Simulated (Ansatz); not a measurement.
Molecule: C₂F₃N (charge 0, singlet). SMILES: N#CC(F)(F)F
Geometry: optimised at B3LYP-D3(BJ)/def2-TZVP (Ansatz, a first-principles code).

Wanted: enthalpy of formation at 298 K, in kcal/mol. Set-up: six Cartesian d functions in 6-31G* and its kin unless marked 5d; dispersion terms only where a functional's name holds one; open shells spin-unrestricted; spin-orbit terms left out; non-relativistic. Ab initio and DFT rows: single points at B3LYP-D3(BJ) geometries (Ansatz), with unscaled harmonic terms from B3LYP/6-31G* (Ansatz) at its own minima, enthalpies of formation by atomisation with measured atoms.

```csv
species,coefficient,"E at B3LYP/6-31G* (Ansatz), Eh","E at B3LYP/def2-TZVPD (Ansatz), Eh","H(298 K) - E, kcal/mol"
N#CC(F)(F)F,+1,-430.44621,-430.64558,18.09
C atom,-2,-37.84628,-37.85953,-
F atom,-3,-99.71553,-99.77110,-
N atom,-1,-54.58449,-54.60405,-
```

The atoms take no thermal term, since their enthalpies of formation at 0 K are used: the result is the sum of coefficient times E, plus the molecule's thermal term, plus number times (enthalpy of formation minus H(298) - H(0)) over the atoms. Measured values of the atoms (G2/97 table in ASE), kcal/mol:

```
atom  number  enthalpy of formation of the gas at 0 K  H(298) - H(0) of the element's standard state
----  ------  ---------------------------------------  ---------------------------------------------
C          2                                   169.98                                           0.25
F          3                                    18.47                                           1.05
N          1                                   112.53                                           1.04
```

Measured values: G2/97 table in ASE (Curtiss et al.), the entry of C2F3N doubted and unchecked; they hold spin-orbit and core effects, anharmonicity.  Value to compare with, the measured value: -118.4 kcal/mol. 1 Eh = 627.5095 kcal/mol.

Work the quantity out at each level, and compare with the measured value.


- B3LYP/6-31G*: the sum of coefficient times E is -1.02257 Eh, or -641.67 kcal/mol; the thermal terms add 18.09; the atoms' measured terms add 503.21. Result: -120.4 kcal/mol. Its error against the measured value is -2.0 kcal/mol.
- B3LYP/def2-TZVPD: the sum of coefficient times E is -1.00917 Eh, or -633.26 kcal/mol; the thermal terms add 18.09; the atoms' measured terms add 503.21. Result: -112.0 kcal/mol. Its error against the measured value is 6.4 kcal/mol.
